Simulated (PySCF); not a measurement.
Coordinates in bohr (charge 0 multiplicity 1):
```
S     0.7399    0.0000   -1.0227
O     3.0999    0.0000    0.3811
S    -2.2907    0.0000    0.8320
```

Computed with PySCF, PBE0, basis S def2-TZVP, O def2-TZVP (no relativity, density fitting).

This geometry of SOS is a stationary point at this level.

What is the point group?

Cs.

Is it a minimum?

Yes: all harmonic wavenumbers are real.

Which band is strongest in the infrared?

1242 cm⁻¹ (a'), 173 km/mol.

Give the ideal-gas entropy at 298.15 K and 1 bar by parts.

translation 163.5, rotation 97.6, vibration 5.4, spin 0.0; total 266.5 J/(mol K).

What is the atomisation energy, with and without zero-point energy?

849 kJ/mol without, 835 kJ/mol with.

Other isomers or separated fragments may lie lower.
